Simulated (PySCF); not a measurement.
Species: C2H5F3N (charge +1).
Bonds: N1–C2, C2–C3, C3–F4, C3–F5, C3–F6. Hydrogens: H7, H8, H9 on N1; H10, H11 on C2.

Torsions of this conformer, `[NH3+:1][CH2:2][C:3]([F:4])([F:5])[F:6]`: N1–C2–C3–F4 -58°.

The closed-shell ground state was solved at several levels (PySCF, density fitting, gas phase, non-relativistic). Geometry: PBE0-D3(BJ)/def2-SVP; no solvent, vibrations or thermal averaging.

| level | basis functions | total energy (Eh) | HOMO (eV) | LUMO (eV) | gap (eV) |
| --- | --- | --- | --- | --- | --- |
| KT2/pcSseg-2 | 286 | -439.4854 | -14.52 | -6.47 | 8.05 |
| B3LYP/pcJ-1 | 212 | -433.2552 | -15.93 | -5.70 | 10.23 |
| PBE0/pcSseg-1 | 127 | -432.7740 | -16.21 | -5.31 | 10.90 |

Question: What might PBE0/def2-SVPD (169 basis functions) give for the same quantities?

Answer: Total energy -432.5162 Eh, HOMO -16.25 eV, LUMO -5.37 eV, gap 10.88 eV.

Question: Over all these levels, which gives the widest orbital gap and which the narrowest?

Answer: PBE0/pcSseg-1 (global hybrid, 25 % exact exchange) has the widest, 10.90 eV, and KT2/pcSseg-2 (GGA) the narrowest, 8.05 eV. Functional and basis both differ between the two, so the spread mixes both effects.
